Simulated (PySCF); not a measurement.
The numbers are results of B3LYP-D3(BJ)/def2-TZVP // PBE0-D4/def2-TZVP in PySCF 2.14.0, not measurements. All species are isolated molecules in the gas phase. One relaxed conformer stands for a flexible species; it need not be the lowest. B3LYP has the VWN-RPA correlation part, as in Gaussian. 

Reference species (SMILES): `[CH2]C` (neutral, multiplicity 2).

```
Item                              Value
-----------------------------  --------
highest occupied spin orbital  -5.61 eV
```

Changed species: `[CH2]SC` (radical fragment; the reference has radical fragment).

### Question
What does the change do to the highest occupied spin orbital?

### Answer
the highest occupied spin orbital goes up by 0.97 eV, to -4.64 eV.
